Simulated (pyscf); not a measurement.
## Routes from H₃C–SnH₃ (SMILES [CH3][SnH3]) + H₂O (SMILES O)

Candidate steps break at most two bonds and form at most two. Each was searched with GFN2-xTB (tblite) first. PySCF, gas phase, ωB97X-D3(BJ)/def2-SVP geometries. Energies: ωB97M-D3(BJ)/def2-TZVP, kcal/mol, from the separated reactants, singlet surface; ΔG‡ with ideal gas, 1 atm, RRHO with modes under 100 cm⁻¹ raised to 100, one conformer, R ln 2 for chiral ones without a mode under 150 cm⁻¹.

```
products                          type   ΔE‡    ΔE  ΔG‡ 298 K  ΔG‡ 900 K  ν‡ (cm⁻¹)
----------------  --------------------  ----  ----  ---------  ---------  ---------
H₃C–SnH₂–OH + H₂  four-centre exchange  34.1  +0.1       41.8       61.3      1329i
CH₄ + HO–SnH₃     four-centre exchange  39.0  -9.8       46.7       66.4      1326i
H₃C–SnH₃ + H₂O    four-centre exchange  72.6   0.0       77.6       95.6      2570i
```

Plain bond fissions and candidates not yet searched are not listed, and one of them may be faster. Each barrier is that of the saddle found; lower ones may exist. Elements past Kr carry the def2 core potentials, without spin-orbit coupling.
